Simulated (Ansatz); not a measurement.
Results of rVV10 (PAW; Ansatz, an electronic-structure program) for bcc W.

Settings: plane-wave cutoff 520 eV, 24×24×24 k mesh, Fermi–Dirac smearing 0.05 eV, no spin polarisation, scalar-relativistic PAW data made under PBE.

Equation-of-state points:

```json
[
 {"V (Å³/atom)": "15.447", "E − E_lowest (meV/atom)": "61.12", "P (GPa)": "20.94"},
 {"V (Å³/atom)": "15.776", "E − E_lowest (meV/atom)": "26.20", "P (GPa)": "13.23"},
 {"V (Å³/atom)": "16.105", "E − E_lowest (meV/atom)": "6.32", "P (GPa)": "6.27"},
 {"V (Å³/atom)": "16.433", "E − E_lowest (meV/atom)": "0.00", "P (GPa)": "0.00"},
 {"V (Å³/atom)": "16.762", "E − E_lowest (meV/atom)": "5.91", "P (GPa)": "-5.66"},
 {"V (Å³/atom)": "17.091", "E − E_lowest (meV/atom)": "22.85", "P (GPa)": "-10.76"},
 {"V (Å³/atom)": "17.419", "E − E_lowest (meV/atom)": "49.72", "P (GPa)": "-15.35"}
]
```

Problem. Estimate the bulk modulus from the pressures at 16.105 and 16.762 Å³/atom, and compare it with a fit to all energies.

Solution. B = −V dP/dV. Between V = 16.105 and 16.762 Å³/atom, dP/dV = (-5.66 − (6.27))/(16.762 − 16.105) = -18.2 GPa per Å³/atom; at the midpoint 16.434 Å³/atom this gives B ≈ 298 GPa. The third-order Birch–Murnaghan fit gives V0 = 16.433 Å³/atom, B0 = 298 GPa, B′ = 4.2, which lies within 1 % of that estimate.

Measured, for comparison: bulk modulus 312 GPa (zero-point energy and finite temperature contributions removed, our sources range from 300 to 328; as tabulated in doi:10.1021/acs.jctc.3c00612); equilibrium volume per atom 15.78 Å³/atom (static lattice: zero-point anharmonic expansion removed; as tabulated in Mejia-Rodriguez and Trickey (2018), arXiv:1807.09216). Computed (rounded) less measured: bulk modulus -4 % (-0.7 % to -9 % over the range), equilibrium volume per atom +4.1 %.

Spin–orbit coupling is not included.

Static lattice: no zero-point or thermal effects.

The result took about 60 core-seconds (a rough figure).
